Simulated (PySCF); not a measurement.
# C4H8O2: calculation and literature

Mapped SMILES: `[CH3:1][CH2:2][CH2:3][C:4](=[O:5])[OH:6]`. Hydrogens are named by the atom that carries them.

Measured values that the calculation should reproduce: δ 13C C3 36.2; C2 18.7; C1 13.7; δ 1H H(C3) 2.31; H(C2) 1.68; H(C1) 1.00 ppm (measured; solution, not stated per compound (mostly CDCl3 or CCl4); Pretsch, Buehlmann, Badertscher, Structure Determination of Organic Compounds, 4th ed. (2009)).

PySCF calculation with GFN2-xTB structure and shielding tensors at PBE0/pcSseg-1 (GIAO); gas phase, non-relativistic Hamiltonian, fast rotation and ring inversion assumed for equivalent nuclei, a single conformation.

(1) Set the calculated values beside the experiment.

(2) How far are the unscaled 13C shifts from the references?

(3) How far are the unscaled 1H shifts from the references?

Results:

(1) 
Reference values: measured (solution, not stated per compound (mostly CDCl3 or CCl4); Pretsch, Buehlmann, Badertscher, Structure Determination of Organic Compounds, 4th ed. (2009)).
```
atoms  quantity  reference  computed  computed, scaled
   C3     δ 13C       36.2      37.5              34.4
   C2     δ 13C       18.7      21.9              19.2
   C1     δ 13C       13.7      15.6              13.1
H(C3)      δ 1H       2.31      2.28              2.24
H(C2)      δ 1H       1.68      1.64              1.64
H(C1)      δ 1H       1.00      1.02              1.05
```

Computed shifts are σ(ref) − σ with the named reference compound (TMS for H and C) calculated as an isolated molecule at the same level. The measured values may be among those fitted. Expected solution values come from regression of measured δ (H and C: mostly CDCl3, vs TMS) on computed σ: 13C: δ = 179.97 − 0.974σ (rms 2.1 ppm, 958 shifts, 2.3 ppm with the 13 outliers that the fit left out); 1H: δ = 30.01 − 0.943σ (rms 0.17 ppm, 504 shifts, 0.18 ppm with the 4 outliers that the fit left out). A few per cent of atoms miss by over 2 rms, more outside the fitted compound classes. Hydrogens on heteroatoms aren't scaled, only referred to computed TMS.

(2) Mean signed difference +2.13 ppm, mean absolute 2.13 ppm over 3 comparisons; the largest is +3.2 ppm at C2 (sp3 CH2).

(3) Mean signed difference -0.02 ppm, mean absolute 0.03 ppm over 3 comparisons; the largest is -0.04 ppm at H(C2) (hydrogen on an sp3 CH2).

6 of the 7 published NMR values on file for this molecule are compared. The rest: values whose atom or origin is in doubt.
